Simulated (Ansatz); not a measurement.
`CCCCF`, charge 0, multiplicity 1.

**Question.** Give a relaxed structure at PBE0-D4/def2-TZVP (Ansatz). (Best estimate.)

**Answer.** Ansatz gave: 
Z-matrix (Å, degrees):
```
C
C 1 1.518
H 1 1.092 2 111.5
H 1 1.094 2 111.3 3 120.2
H 1 1.094 2 111.1 3 -120.0
C 2 1.520 1 112.7 3 -179.9
H 2 1.094 1 109.9 3 58.3
H 2 1.096 1 109.8 3 -58.2
C 6 1.506 2 113.6 1 -179.1
H 6 1.097 2 110.0 1 60.1
H 6 1.096 2 110.1 1 -56.9
F 9 1.387 6 110.4 2 63.3
H 9 1.096 6 111.3 2 -55.7
H 9 1.094 6 111.5 2 -177.5
```
This is one stationary point; other conformers may exist.
